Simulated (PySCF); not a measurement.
SiH4, SMILES [SiH4]. Coordinates come from a PBE-D3(BJ)/def2-TZVPD optimisation. The isomer is the one that the SMILES or the coordinates give; other isomers of the formula were not compared.

Computed equilibrium geometry at PBE-D3(BJ)/def2-TZVPD (PySCF confirms it by a frequency run) as bond lengths and angles, and its point group:
point group Td.
Atoms: Si1 H2 H3 H4 H5. Bond lengths (Å): Si1–H2 1.493, Si1–H3 1.493, Si1–H4 1.493, Si1–H5 1.493. Bond angles (°): H2–Si1–H3 109.5, H2–Si1–H4 109.5, H2–Si1–H5 109.5, H3–Si1–H4 109.5, H3–Si1–H5 109.5, H4–Si1–H5 109.5.
